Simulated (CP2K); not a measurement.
# CF4 (tetrafluoromethane) at PBE/DZVP-MOLOPT-SR-GTH (core potential)

Aim: the energy change on altering one bond length of CF4 (tetrafluoromethane) at PBE/DZVP-MOLOPT-SR-GTH (core potential), from 2 runs. 

The results are computed with CP2K 2026.2.

2 further runs of the same task are left out: 2 set aside as unsound or not needed.

## 1. The structure to begin with

The species is CF4 (5 atoms), meant as a singlet with charge 0. As SMILES, `FC(F)(F)F`. The coordinates come from a PBE0-D4/def2-TZVP relaxation.

Bond lengths: F1–C2 1.318 Å, C2–F3 1.318 Å, C2–F4 1.318 Å, C2–F5 1.318 Å. Angles: F1–C2–F3 109.5°, F1–C2–F4 109.5°, F1–C2–F5 109.5°, F3–C2–F4 109.5°, F3–C2–F5 109.5°, F4–C2–F5 109.5°.

## 2. The energy at PBE/DZVP-MOLOPT-SR-GTH (core potential)

File mol.inp:

```
&GLOBAL
  PROJECT_NAME mol
  RUN_TYPE ENERGY
  PRINT_LEVEL MEDIUM
&END

&FORCE_EVAL
  METHOD QUICKSTEP
  &DFT
    BASIS_SET_FILE_NAME BASIS_MOLOPT
    POTENTIAL_FILE_NAME GTH_POTENTIALS
    &QS
      METHOD GPW
      EPS_DEFAULT 1.0E-10
    &END
    &MGRID
      CUTOFF 400
      REL_CUTOFF 50
      NGRIDS 4
    &END
    &POISSON
      PERIODIC NONE
      POISSON_SOLVER MULTIPOLE
    &END
    ! SCF settings
    &SCF
      SCF_GUESS ATOMIC
      EPS_SCF 1.0E-06
      MAX_SCF 150
      ADDED_MOS 5
      &DIAGONALIZATION
        ALGORITHM STANDARD
      &END
      &MIXING
        METHOD PULAY_MIXING
        ALPHA 0.4
        NBUFFER 8
      &END
    &END
    &XC
      &XC_FUNCTIONAL PBE
      &END
    &END
    &PRINT
      &MOMENTS
        PERIODIC F
        REFERENCE COM
        MAX_MOMENT 1
      &END
      &MO ON
        ENERGIES T
        OCCUPATION_NUMBERS T
        NDIGITS 6
        &EACH
          QS_SCF 0
        &END
        ADD_LAST NUMERIC
      &END
      &HIRSHFELD OFF
      &END
    &END
  &END
  &SUBSYS
    &CELL
      ABC 9 9 9
      PERIODIC NONE
    &END
    &COORD
      UNIT bohr
      F     -1.6064562     0.0478101     1.8698840
      C      0.0188973    -0.0277790    -0.0156847
      F      2.1873580    -0.9473197     0.7938739
      F     -0.8768329    -1.4853247    -1.8258534
      F      0.3715202     2.2733405    -0.9008324
    &END
    &TOPOLOGY
      &CENTER_COORDINATES
      &END
    &END
    &KIND F
      BASIS_SET DZVP-MOLOPT-SR-GTH-q7
      POTENTIAL GTH-PBE-q7
    &END
    &KIND C
      BASIS_SET DZVP-MOLOPT-SR-GTH-q4
      POTENTIAL GTH-PBE-q4
    &END
  &END
&END
```

Run with:

```
$ OMP_NUM_THREADS=1 cp2k.psmp mol.inp > mol.out
```

Output:

```text
CP2K| version string:                                       CP2K version 2026.2
[...]
 GLOBAL| Method name                                                        CP2K
[...]
 GLOBAL| Run type                                                         ENERGY
[...]
 DFT| Spin restricted Kohn-Sham (RKS) calculation                            RKS
 DFT| Multiplicity                                                             1
[...]
 DFT| Charge                                                                   0
[...]
 FUNCTIONAL| PBE:
 QS| Method:                                                                 GPW
[...]
 QS| Density cutoff [a.u.]:                                                200.0
[...]
 QS| Relative density cutoff [a.u.]:                                        25.0
[...]
                             - Atoms:                                          5
[...]
                             - Spherical basis functions:                     65
[...]
 Number of electrons:                                                         32
[...]
     1 NoMix/Diag. 0.40E+00    0.9     1.11980901      -102.8759532474 -1.03E+02
[...]
    12 Pulay/Diag. 0.40E+00    1.1     0.00000034      -102.6759323423  2.55E-05
  *** SCF run converged in    12 steps ***
[...]
  Overlap energy of the core charge distribution:               0.00000002355092
  Self energy of the core charge distribution:               -270.58473881621660
  Core Hamiltonian energy:                                     76.88616587104799
  Hartree energy:                                             111.44751414647617
  Exchange-correlation energy:                                -20.42487356711591
  Total energy:                                              -102.67593234225745
[...]
                     Mulliken Population Analysis
 #  Atom  Element  Kind  Atomic population                           Net charge
       1     F        1          7.085476                             -0.085476
       2     C        2          3.658011                              0.341989
       3     F        1          7.085596                             -0.085596
       4     F        1          7.085360                             -0.085360
       5     F        1          7.085557                             -0.085557
 # Total charge                             32.000000                  0.000000
[...]
  Dipole moment [Debye]
    X=  0.9893429E-03 Y=  0.1617772E-02 Z=  0.2272037E-03  Total=      0.0019099
 ENERGY| Total FORCE_EVAL ( QS ) energy [hartree]           -102.675932342257454
[...]
```

Wall time 13 s (1 thread of Arm Neoverse V1, shared host); peak memory 1.2 GiB.

## 3. The distorted shape at the same level

File qs.inp:

```
&GLOBAL
 PROJECT_NAME qs
 RUN_TYPE ENERGY
 PRINT_LEVEL MEDIUM
&END

&FORCE_EVAL
 METHOD QS
 &DFT
  BASIS_SET_FILE_NAME BASIS_MOLOPT
  POTENTIAL_FILE_NAME GTH_POTENTIALS
  CHARGE 0
  MULTIPLICITY 1
  &QS
   METHOD GPW
   EPS_DEFAULT 1.0E-10
  &END
  &MGRID
   CUTOFF 400
   REL_CUTOFF 50
   NGRIDS 4
  &END
  &POISSON
   PERIODIC NONE
   POISSON_SOLVER MULTIPOLE
  &END
  &SCF
   SCF_GUESS ATOMIC
   EPS_SCF 1.0E-06
   MAX_SCF 100
   ADDED_MOS 3
   &DIAGONALIZATION
    ALGORITHM STANDARD
   &END
   &MIXING
    METHOD DIRECT_P_MIXING
    ALPHA 0.4
   &END
  &END
  &XC
   &XC_FUNCTIONAL PBE
   &END
  &END
  &PRINT
   &MOMENTS
    PERIODIC F
    REFERENCE COM
    MAX_MOMENT 1
   &END
   &MO ON
    ENERGIES T
    OCCUPATION_NUMBERS T
    NDIGITS 6
    &EACH
     QS_SCF 0
    &END
    ADD_LAST NUMERIC
   &END
   &HIRSHFELD OFF
   &END
  &END
 &END
 &SUBSYS
  &CELL
   ABC [angstrom] 9 9.2 9.2
   PERIODIC NONE
  &END
  &COORD
   F      3.496200     4.532491     5.721530
   C      4.356300     4.492491     4.723730
   F      5.503800     4.005891     5.152130
   F      3.740105     3.489809     3.478470
   F      4.542900     5.710191     4.255330
  &END
  &KIND F
   BASIS_SET DZVP-MOLOPT-SR-GTH-q7
   POTENTIAL GTH-PBE-q7
  &END
  &KIND C
   BASIS_SET DZVP-MOLOPT-SR-GTH-q4
   POTENTIAL GTH-PBE-q4
  &END
 &END
&END
```

Run with:

```
$ OMP_NUM_THREADS=1 cp2k.psmp -i qs.inp -o qs.out
```

Output:

```text
CP2K| version string:                                       CP2K version 2026.2
[...]
 GLOBAL| Method name                                                        CP2K
[...]
 GLOBAL| Run type                                                         ENERGY
[...]
 DFT| Spin restricted Kohn-Sham (RKS) calculation                            RKS
 DFT| Multiplicity                                                             1
[...]
 DFT| Charge                                                                   0
[...]
 FUNCTIONAL| PBE:
 QS| Method:                                                                 GPW
[...]
 QS| Density cutoff [a.u.]:                                                200.0
[...]
 QS| Relative density cutoff [a.u.]:                                        25.0
[...]
                             - Atoms:                                          5
[...]
                             - Spherical basis functions:                     65
[...]
 Number of electrons:                                                         32
[...]
     1 P_Mix/Diag. 0.40E+00    0.9     1.12797039      -102.6758393977 -1.03E+02
[...]
    14 DIIS/Diag.  0.36E-06    1.0     0.00000018      -102.6333101985 -6.12E-12
  *** SCF run converged in    14 steps ***
[...]
  Overlap energy of the core charge distribution:               0.00000001767015
  Self energy of the core charge distribution:               -270.58473881621660
  Core Hamiltonian energy:                                     76.22883386251337
  Hartree energy:                                             111.97534712721350
  Exchange-correlation energy:                                -20.25275238963729
  Total energy:                                              -102.63331019845685
[...]
                     Mulliken Population Analysis
 #  Atom  Element  Kind  Atomic population                           Net charge
       1     F        1          7.041296                             -0.041296
       2     C        2          3.596090                              0.403910
       3     F        1          7.041251                             -0.041251
       4     F        1          7.280021                             -0.280021
       5     F        1          7.041341                             -0.041341
 # Total charge                             32.000000                  0.000000
[...]
  Dipole moment [Debye]
    X=  0.6436000E+00 Y=  0.1045842E+01 Z=  0.1298978E+01  Total=      1.7875540
 ENERGY| Total FORCE_EVAL ( QS ) energy [hartree]           -102.633310198456854
[...]
```

Wall time 15 s (1 thread of Arm Neoverse V1, shared host); peak memory 0.71 GiB.

## 4. Results

At PBE/DZVP-MOLOPT-SR-GTH (core potential):

| quantity | value |
| --- | --- |
| first shape: total energy | -102.67593 Eh |
| first shape: dipole moment | 0.00 D |
| first shape: HOMO energy | -10.38 eV |
| first shape: LUMO energy | 3.42 eV |
| first shape: HOMO–LUMO gap | 13.80 eV |
| distorted shape: total energy | -102.63331 Eh |
| distorted shape: dipole moment | 1.79 D |
| distorted shape: HOMO energy | -9.16 eV |
| distorted shape: LUMO energy | -2.94 eV |
| distorted shape: HOMO–LUMO gap | 6.23 eV |
| energy change with the C2–F4 bond stretched from 1.318 to 1.713 Å | 1.160 eV |

In words: With the C2–F4 bond stretched from 1.318 to 1.713 Å the energy rises by 1.16 eV (112 kJ/mol). The first shape isn't relaxed at this level, so the change isn't measured from a minimum.
